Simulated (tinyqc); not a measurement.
Worked calculation: Pariser-Parr-Pople SCF with singles CI, for the molecule c1ccoc1 (SMILES; centres numbered as the heavy atoms are written). Computed by tinyqc, a small Python program that keeps every step. Settings: charge = 0, gamma = Ohno, start = huckel, damping = 0, iteration cap = 68, excitations kept = 4. Command: `OMP_NUM_THREADS=1 python tinyqc.py 23848 23849 out.jsonl` (the two numbers bound the seeds that draw the settings). One thread of a shared host (Intel(R) Xeon(R) Processor @ 2.60GHz), about 0.01 s of CPU time with the checks. Later iterations appear only in the table of the cycle.

## PPP integrals

Centres (angstrom, eV; a flat drawing with bonds scaled to 1.40 angstrom):
```
centre         x         y  core charge z         W  gamma_rr
1C       1.19100   0.00000              1   9.84000  11.42000
2C       0.36800   1.13300              1   9.84000  11.42000
3C      -0.96300   0.70000              1   9.84000  11.42000
4O      -0.96300  -0.70000              2  37.30000  19.30000
5C       0.36800  -1.13300              1   9.84000  11.42000
```

Resonance integrals (eV):
```
i  j      beta
1  2  -2.52000
2  3  -2.52000
3  4  -2.20000
4  5  -2.20000
5  1  -2.52000
```

Ohno: gamma = 14.399645/sqrt(R^2 + a^2), a = 2 x 14.399645/(gamma_rr + gamma_ss); H_rr = -W_r - sum_(s != r) z_s gamma_rs; H_rs = beta for bonds.

repulsion gamma_rs (eV), order 1C, 2C, 3C, 4O, 5C:
$$\begin{pmatrix}
11.42000 & 7.64154 & 5.55494 & 5.87443 & 7.64154 \\
7.64154 & 11.42000 & 7.64366 & 5.87358 & 5.55286 \\
5.55494 & 7.64366 & 11.42000 & 8.54633 & 5.55422 \\
5.87443 & 5.87358 & 8.54633 & 19.30000 & 8.54776 \\
7.64154 & 5.55286 & 5.55422 & 8.54776 & 11.42000
\end{pmatrix}$$

core matrix H (eV), order 1C, 2C, 3C, 4O, 5C:
$$\begin{pmatrix}
-42.42689 & -2.52000 & 0.00000 & 0.00000 & -2.52000 \\
-2.52000 & -42.42523 & -2.52000 & 0.00000 & 0.00000 \\
0.00000 & -2.52000 & -45.68548 & -2.20000 & 0.00000 \\
0.00000 & 0.00000 & -2.20000 & -66.14210 & -2.20000 \\
-2.52000 & 0.00000 & 0.00000 & -2.20000 & -45.68414
\end{pmatrix}$$

## Starting guess

pi electrons, sum of z_r less the charge = 6

Orbitals of the Hueckel matrix of the beta values.

P at the start, order 1C, 2C, 3C, 4O, 5C:
$$\begin{pmatrix}
1.18842 & 0.63563 & -0.23123 & -0.25919 & 0.66320 \\
0.63563 & 1.18842 & 0.66320 & -0.25919 & -0.23123 \\
-0.23123 & 0.66320 & 1.19337 & 0.63630 & -0.25384 \\
-0.25919 & -0.25919 & 0.63630 & 1.23642 & 0.63630 \\
0.66320 & -0.23123 & -0.25384 & 0.63630 & 1.19337
\end{pmatrix}$$

## Iteration 1: Fock matrix

F_rr = H_rr + P_rr gamma_rr / 2 + sum_(s != r) P_ss gamma_rs; F_rs = H_rs - P_rs gamma_rs / 2; E = tr P (H + F) / 2 + core repulsion sum_(r<s) z_r z_s gamma_rs.

F (eV), order 1C, 2C, 3C, 4O, 5C:
$$\begin{pmatrix}
-3.54810 & -4.94860 & 0.64224 & 0.76129 & -5.05392 \\
-4.94860 & -3.54744 & -5.05462 & 0.76118 & 0.64200 \\
0.64224 & -5.05462 & -5.99077 & -4.91901 & 0.70494 \\
0.76129 & 0.76118 & -4.91901 & -19.84948 & -4.91946 \\
-5.05392 & 0.64200 & 0.70494 & -4.91946 & -5.99265
\end{pmatrix}$$

pi energy = -96.91746 eV

## Iteration 1: orbitals and new P

Diagonalise F (the basis is taken as orthonormal) and form P = 2 sum c c over the lowest orbitals.

orbital energies (eV): [-22.67003, -10.87427, -9.63656, -0.08832, 4.34073]

P after iteration 1, order 1C, 2C, 3C, 4O, 5C:
$$\begin{pmatrix}
0.98726 & 0.56661 & -0.01879 & -0.21075 & 0.79626 \\
0.56661 & 0.98729 & 0.79627 & -0.21068 & -0.01886 \\
-0.01879 & 0.79627 & 1.11218 & 0.36722 & -0.46708 \\
-0.21075 & -0.21068 & 0.36722 & 1.80094 & 0.36720 \\
0.79626 & -0.01886 & -0.46708 & 0.36720 & 1.11233
\end{pmatrix}$$

## Iteration 2: Fock matrix

As before.

F (eV), order 1C, 2C, 3C, 4O, 5C:
$$\begin{pmatrix}
-3.98770 & -4.68487 & 0.05220 & 0.61902 & -5.56232 \\
-4.68487 & -3.98791 & -5.56323 & 0.61874 & 0.05236 \\
0.05220 & -5.56323 & -4.73468 & -3.76918 & 1.29713 \\
0.61902 & 0.61874 & -3.76918 & -18.15152 & -3.76938 \\
-5.56232 & 0.05236 & 1.29713 & -3.76938 & -4.73497
\end{pmatrix}$$

pi energy = -102.74071 eV

## Iteration 2: orbitals and new P

As before.

orbital energies (eV): [-19.95783, -11.64057, -9.21334, 1.33650, 3.87845]

P after iteration 2, order 1C, 2C, 3C, 4O, 5C:
$$\begin{pmatrix}
1.00914 & 0.52313 & -0.02339 & -0.17173 & 0.83439 \\
0.52313 & 1.00915 & 0.83440 & -0.17169 & -0.02341 \\
-0.02339 & 0.83440 & 1.05386 & 0.29773 & -0.46009 \\
-0.17173 & -0.17169 & 0.29773 & 1.87392 & 0.29774 \\
0.83439 & -0.02341 & -0.46009 & 0.29774 & 1.05393
\end{pmatrix}$$

## Iteration 3: Fock matrix

As before.

F (eV), order 1C, 2C, 3C, 4O, 5C:
$$\begin{pmatrix}
-4.03725 & -4.51877 & 0.06496 & 0.50442 & -5.70802 \\
-4.51877 & -4.03729 & -5.70893 & 0.50422 & 0.06501 \\
0.06496 & -5.70893 & -4.47972 & -3.47225 & 1.27773 \\
0.50442 & 0.50422 & -3.47225 & -18.18795 & -3.47250 \\
-5.70802 & 0.06501 & 1.27773 & -3.47250 & -4.47996
\end{pmatrix}$$

pi energy = -103.05310 eV

## Iteration 3: orbitals and new P

As before.

orbital energies (eV): [-19.74551, -11.63079, -9.20038, 1.43019, 3.92431]

P after iteration 3, order 1C, 2C, 3C, 4O, 5C:
$$\begin{pmatrix}
1.02092 & 0.49629 & -0.02692 & -0.15862 & 0.85286 \\
0.49629 & 1.02093 & 0.85287 & -0.15858 & -0.02693 \\
-0.02692 & 0.85287 & 1.03116 & 0.27133 & -0.44419 \\
-0.15862 & -0.15858 & 0.27133 & 1.89579 & 0.27134 \\
0.85286 & -0.02693 & -0.44419 & 0.27134 & 1.03119
\end{pmatrix}$$

## Convergence

Stop when output and input P, before any damping, agree to 1e-7.

Course of the cycle:
```
iteration        E (eV)  largest |P(out) - P(in)|
1           -96.9174590                  5.65e-01
2          -102.7407110                  7.30e-02
3          -103.0531029                  2.68e-02
4          -103.1044299                  1.56e-02
5          -103.1151359                  8.70e-03
6          -103.1177458                  4.76e-03
7          -103.1184373                  2.58e-03
8          -103.1186275                  1.38e-03
9          -103.1186806                  7.41e-04
10         -103.1186955                  3.95e-04
11         -103.1186997                  2.10e-04
...                 ...                       ...
14         -103.1187013                  3.16e-05
15         -103.1187013                  1.68e-05
16         -103.1187013                  8.92e-06
17         -103.1187013                  4.74e-06
18         -103.1187013                  2.52e-06
19         -103.1187013                  1.34e-06
20         -103.1187013                  7.10e-07
21         -103.1187013                  3.77e-07
22         -103.1187013                  2.00e-07
23         -103.1187013                  1.06e-07
24         -103.1187013                  5.65e-08
```

Converged in 24 iterations.

## Converged orbitals

Charges are z - P_rr.

orbital energies (eV): [-19.65399, -11.60463, -9.22326, 1.48480, 3.95015]

coefficients, order 1C, 2C, 3C, 4O, 5C:
$$\begin{pmatrix}
0.07176 & 0.60587 & 0.37618 & -0.35747 & -0.59873 \\
0.07178 & 0.60599 & -0.37597 & -0.35723 & 0.59887 \\
0.21356 & 0.32359 & -0.59874 & 0.59133 & -0.37620 \\
0.94788 & -0.23753 & -0.00004 & -0.21238 & 0.00003 \\
0.21357 & 0.32337 & 0.59886 & 0.59147 & 0.37596
\end{pmatrix}$$

pi charges: 1C -0.02748, 2C -0.02748, 3C -0.01762, 4O 0.09021, 5C -0.01764

## Singles CI, singlets

Over the 4 single excitations with the smallest orbital gaps: A = (e_a - e_i) delta + 2 (ia|jb) - (ij|ab), with (pq|rs) = sum c_mp c_mq gamma_mn c_nr c_ns. f = 2/3 w |mu|^2 in atomic units, mu = sqrt2 sum c_ia sum_m c_mi c_ma R_m.

singlet CI matrix (eV), order 3>4, 2>4, 3>5, 2>5:
$$\begin{pmatrix}
5.31684 & 0.00072 & 0.00075 & -0.72108 \\
0.00072 & 7.50282 & 0.65765 & 0.00034 \\
0.00075 & 0.65765 & 7.55320 & 0.00037 \\
-0.72108 & 0.00034 & 0.00037 & 8.89805
\end{pmatrix}$$

singlet excitation energies (eV): [5.17710, 6.86988, 8.18614, 9.03779]

oscillator strengths: [0.28262, 0.00105, 1.06124, 0.18832]

## Singles CI, triplets

Over the 4 single excitations with the smallest orbital gaps: A = (e_a - e_i) delta - (ij|ab), with (pq|rs) = sum c_mp c_mq gamma_mn c_nr c_ns.

triplet CI matrix (eV), order 3>4, 2>4, 3>5, 2>5:
$$\begin{pmatrix}
2.89664 & -0.00035 & -0.00027 & -1.25876 \\
-0.00035 & 5.57150 & -1.25876 & 0.00061 \\
-0.00027 & -1.25876 & 5.59712 & 0.00068 \\
-1.25876 & 0.00061 & 0.00068 & 7.29867
\end{pmatrix}$$

triplet excitation energies (eV): [2.56212, 4.32548, 6.84314, 7.63319]
